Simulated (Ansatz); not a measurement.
C$_{2}$H$_{3}$N, singlet: the ladder up to RCCSDTQ

Geometry: MP2(full)/6-31G*, from the G2/97 set.

```xyz
6

C     0.0000    0.0000   -1.3002
C     0.0000    0.0000    0.1606
N     0.0000    0.0000    1.3389
H     0.0000    1.0250   -1.6756
H     0.8877   -0.5125   -1.6756
H    -0.8877   -0.5125   -1.6756
```

Basis 6-31G; Ansatz 0.2.0. Only valence electrons are correlated (noble-gas cores frozen), which leaves 16 electrons in 30 orbitals. R marks a restricted (for open shells ROHF) determinant. Active spaces: frontier = (8e, 8o) about the gap.

Full CI isn't at hand for all of this; RCCSDTQ serves as the reference, and is uncertain by about the last step of the cluster series.

* UHF ⟨S²⟩: 0.000
* T1 diagnostic (RCCSD): 0.0116
* largest doubles amplitude (RCCSD): 0.090

```
   level  E − E(RHF) (eV)
    RMP2          -8.2067
   RCCSD          -8.5403
RCCSD(T)          -8.8068
```

(1) Estimate how far RCCSDTQ in 6-31G lies from RCCSD(T). The table doesn't fix it; the size of (T) and the diagnostics are the guide.

(1) RCCSDTQ in 6-31G lies 1.04 kcal/mol below RCCSD(T), which is 17 % of the (T) step (-6.14 kcal/mol). The diagnostics are small and the rest is a small part of (T), but (T) is large here. The miss exceeds 1 kcal/mol.

The other levels:

```tsv
level	E − E(RCCSDTQ) (kcal/mol)	share of correlation (%)	wall time
CISD	27.52	86.52	0.7 s
BCCD(T)	1.04	99.49	0.4 s
RCCSDT	0.94	99.54	–
RCCSDT(Q)	-0.16	100.08	3.3 s
CASSCF (frontier space)	112.05	45.11	–
NEVPT2 (frontier space)	24.52	87.99	5 s
MRCISD (frontier space)	8.52	95.83	–
MRCISD+Q (frontier space)	1.18	99.42	6.5 s
```

The correlation energy at RCCSDTQ, counted from RHF, is -8.852 eV. That run took 11 s on 2 threads of AMD EPYC 7R13 with a shared H100 80 GB, shared host.

Times hold each run's SCF and search for its determinant on a shared host, so for small cases they say little of a method's own cost; they ran on 1 thread of AMD EPYC 7R13.

Atomization energy (electronic, same basis, no zero-point term; atoms at the same level, unrestricted beside the R rows where the molecule is a closed shell, with restricted open-shell steps beyond CCSDT(Q)) at RCCSDTQ: 2214.5 kJ/mol. Errors of other levels:

```json
{"level": "RHF", "error (kJ/mol)": "-568.0"}
{"level": "RMP2", "error (kJ/mol)": "30.8"}
{"level": "CISD", "error (kJ/mol)": "-110.4"}
{"level": "RCCSD", "error (kJ/mol)": "-27.0"}
{"level": "RCCSD(T)", "error (kJ/mol)": "-3.5"}
{"level": "BCCD(T)", "error (kJ/mol)": "-3.2"}
{"level": "RCCSDT", "error (kJ/mol)": "-3.9"}
{"level": "RCCSDT(Q)", "error (kJ/mol)": "0.6"}
```

This basis is far from its limit, so the value isn't to be set against a measured one. Truncated CI isn't size-consistent, which counts against it in atomization.
